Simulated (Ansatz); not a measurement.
# SiH2 (SMILES [H][Si][H]): methods side by side

SiH2: 3 atoms, total charge 0, spin state singlet. As SMILES, `[H][Si][H]`. The shape is that of a GFN2-xTB optimisation.

```tsv
atom	x (Å)	y (Å)	z (Å)
Si	0.0052	-0.0082	-0.6557
H	1.1102	-0.0200	0.3374
H	-1.1155	0.0282	0.3183
```

Each level gives the energy change with the Si1–H3 bond stretched from 1.485 to 2.228 Å (eV). The values are calculated.

| level | kind | program | value (eV) |
| --- | --- | --- | --- |
| HF/cc-pVDZ (restricted) | Hartree–Fock | Ansatz | 1.74 |
| SVWN5/cc-pVDZ (restricted) | LDA | Ansatz | 1.31 |
| r2SCAN/cc-pVDZ (restricted) | meta-GGA | Ansatz | 1.45 |
| BHLYP/cc-pVDZ (restricted) | global hybrid | Ansatz | 1.62 |
| HSE06/cc-pVDZ (restricted) | range-separated hybrid | Ansatz | 1.48 |
| B2PLYP/cc-pVDZ (restricted) | double hybrid | Ansatz | 1.53 |
| MP2/cc-pVDZ (restricted) | perturbation theory | Ansatz | 1.65 |
| CCSDT(Q)/cc-pVDZ (restricted) | coupled cluster or CI | Ansatz | 1.45 |
| FCI/3-21G | exact in the basis | Ansatz | 1.09 |

A spin-restricted reference rises too steeply as a bond breaks; here HF/cc-pVDZ, BHLYP/cc-pVDZ, B2PLYP/cc-pVDZ, MP2/cc-pVDZ lie well above the multireference or unrestricted value. The first shape isn't each level's own minimum. The values span 1.09 to 1.74 eV. High-level rows in very small sets aren't better than simpler rows in larger ones.
